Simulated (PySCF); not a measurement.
Bonds broken one at a time in the series B Br-SiH3. All species are isolated molecules in the gas phase. Strings in code marks are SMILES.

A: radical fragment (`Br[B]Br`)
B: radical fragment (`[SiH3]`)
C: radical fragment (`[SiH3][B][SiH3]`)
D: radical fragment (`[SiH3][B]Br`)
E: radical fragment (`[Br]`)

Rank these by highest occupied spin orbital (lowest first), as PBE0-D3(BJ)/def2-TZVP (PySCF 2.14.0) gives it.

E (-8.76 eV), B (-6.40 eV), A (-6.32 eV), D (-5.75 eV), C (-5.69 eV)
